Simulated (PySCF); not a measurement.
PySCF input for water cation (H2O), SMILES O (connectivity only; charge and spin as stated), charge +1, multiplicity 2, PBE/pcH-1. Coordinates come from a B3LYP-D3(BJ)/def2-TZVPD optimisation. The multiplicity is an assumed one; other spin states were not compared.

```python
import numpy as np
from pyscf import gto, scf, dft
from pyscf.prop.hfc import uks as hfc
from pyscf.prop.gtensor import uks as gtensor

mol = gto.M(
    atom='''
    O     0.00000000   -0.00000000   -0.11602090
    H     0.00000000   -0.82468813    0.46408361
    H     0.00000000    0.82468815    0.46408360
    ''',
    basis='pcH-1',
    charge=1,
    spin=1,
    max_memory=1600,
    verbose=3,
)
mf = dft.UKS(mol, xc='pbe')
mf.grids.level = 3
mf.conv_tol = 1e-10
mf.max_cycle = 100
mf.kernel()
fine, coarse = mf.grids, dft.Grids(mol).set(level=1).build(with_non0tab=True)
for _ in range(3):  # follow internal instabilities
    mf.grids = coarse
    mo, _, stable, _ = mf.stability(return_status=True, nroots=4)
    mf.grids = fine
    if stable:
        break
    mf.kernel(mf.make_rdm1(mo, mf.mo_occ))
A = hfc.HFC(mf).make_fcdip(mf.make_rdm1())  # Fermi contact and dipolar terms, MHz
print('atom   A(iso)/MHz   principal dipolar parts/MHz')
for i, a in enumerate(A):
    w = np.linalg.eigvalsh((a + a.T) / 2)
    print(f'{mol.atom_symbol(i):2s}{i + 1:3d} {w.mean():12.2f}', (w - w.mean()).round(2))
gt = gtensor.GTensor(mf)
gt.dia_soc2e, gt.para_soc2e, gt.so_eff_charge = None, None, True
gt.max_cycle_cphf = 60
g = gt.kernel()
```

Log of the run:

```

WARN: HOMO -0.389434298788384 >= LUMO -0.389434298788391

converged SCF energy = -75.8878960776752  <S^2> = 0.75215856  2S+1 = 2.0021574
<class 'pyscf.dft.uks.UKS'> wavefunction is stable in the internal stability analysis
atom   A(iso)/MHz   principal dipolar parts/MHz
O   1       -48.89 [-316.54  156.23  160.3 ]
H   2       -67.82 [-64.55 -24.3   88.85]
H   3       -67.82 [-64.55 -24.3   88.85]
SOC(1e)/OZ [2.06500957e-05 1.29947598e-02 4.38834367e-03]
free electron g 2.00231930436182
g-tensor total [2.00210892 2.01515478 2.00655144]
g-shift (ppt) [-0.21038363 12.83548012  4.23213473]
```

The run converged.

Cost: very roughly 1.6 core-seconds.
